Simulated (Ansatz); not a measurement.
Compare A (`FC(F)=CCl`) with its isomer B (`F/C=C(\F)Cl`).

Gas-phase electronic energies from Ansatz, PBE0-D4/def2-TZVP geometries. CBS: MP2 limit from def2 TZ/QZ plus the TZ coupled-cluster correction, frozen cores. Functionals use def2-TZVPP. B3LYP here is the variant with VWN-RPA as its local correlation; programs differ in this.

A:

```xyz
6

F    -1.5394   -0.4822    0.8171
C    -0.6005    0.1923    0.1973
F    -0.9784    1.4203   -0.0323
C     0.5646   -0.3324   -0.1370
Cl    1.7714    0.5645   -0.9434
H     0.7823   -1.3625    0.0983
```

B:

Z-matrix (Å, degrees):
```
C
C 1 1.324
F 1 1.329 2 120.9
H 1 1.080 2 123.4 3 -180.0
Cl 2 1.701 1 123.0 3 180.0
F 2 1.320 1 122.6 3 -0.0
```

(1) Which isomer does CCSD(T)/CBS put lower? Give the gap. (Estimate.)

(2) Give E(B) − E(A) in kJ/mol with B3LYP-D4, CCSD(T)/def2-TZVPP, BLYP-D4, ωB97M-V, B3LYP, HF/def2-TZVPP, PBE0-D4. (An estimate is asked.)

(3) Does the order hold for the free energy at 298.15 K (harmonic terms from PBE0-D4)? (Best estimate.)

Largest T1 diagnostic: 0.012.

## Answers

(1) The calculation gave: A, by 26.0 kJ/mol.

(2) The calculation gave: B3LYP-D4 25.5, CCSD(T)/def2-TZVPP 27.7, BLYP-D4 22.2, ωB97M-V 28.5, B3LYP 25.6, HF/def2-TZVPP 33.0, PBE0-D4 28.5. None reverses the order clearly.

(3) Computed: Yes: G(B) − G(A) = +25.6 kJ/mol.

Leaving LDA and LC-ωPBE aside and taking each functional with its dispersion term where it has one, the values, not all of them listed here, spread over 8.6 kJ/mol, from BLYP-D4 to PBE-QIDH. LDA lies +3.3 kJ/mol from PBE without D4. From PBE to PBE0 (25 % exact exchange), in def2-TZVPP and without D4, E(B) − E(A) moves by +3.7 kJ/mol.
